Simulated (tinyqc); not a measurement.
Stretching all distances: RHF, UHF, MP2, CISD and CCSD against full CI in the sto-3g basis, for LiH, spin multiplicity 1. Computed by the program tinyqc with PySCF. All coordinates are multiplied by the scale. c0^2 is the weight of the RHF determinant in the lowest singlet FCI state (UHF is spin-contaminated and may lie near states of higher spin) and n(LUMO) the first natural occupation beyond the occupied space.

Geometry (angstrom):
```
atom       x       y       z
Li    0.0000  0.0000  0.0000
H     0.0000  0.0000  1.3640
```

Full CI energy (hartree) and errors against it (kcal/mol):
```
scale  distance 1-2 (angstrom)    E(FCI)     RHF     UHF     MP2   CISD      CCSD  <S^2> UHF   c0^2  n(LUMO)
0.980                    1.337  -7.87330  10.926  10.926   3.750  0.006  4.83e-03      0.000  0.981    0.031
1.240                    1.691  -7.87977  13.878  13.878   5.279  0.009     0.007      0.000  0.970    0.050
1.500                    2.046  -7.85762  19.916  19.893   8.494  0.015     0.012      0.049  0.944    0.095
1.760                    2.401  -7.83059  29.671  17.743  13.874  0.025     0.021      0.689  0.887    0.188
2.010                    2.742  -7.80958  43.027  10.913  21.172  0.042     0.037      0.869  0.797    0.336
2.270                    3.096  -7.79590  60.004   5.585  29.408  0.061     0.056      0.943  0.693    0.518
2.790                    3.806  -7.78531  92.741   1.317  36.337  0.086     0.076      0.989  0.572    0.784
```

Estimate the missing row, scale = 2.53.

Computed row:
```
scale  distance 1-2 (angstrom)    E(FCI)     RHF    UHF     MP2   CISD   CCSD  <S^2> UHF   c0^2  n(LUMO)
2.530                    3.451  -7.78876  77.358  2.702  35.203  0.076  0.069      0.975  0.618    0.673
```

UHF parts from RHF first at scale 1.5 of those listed, where <S^2> leaves zero. The weight c0^2 goes from 0.98 to 0.57 and n(LUMO) from 0.03 to 0.78: static correlation grows as the bonds break into open-shell fragments. The spread of the error along the curve, which distorts its shape, is CCSD 0.1, CISD 0.1, UHF 18.6, MP2 32.6, RHF 81.8 kcal/mol.
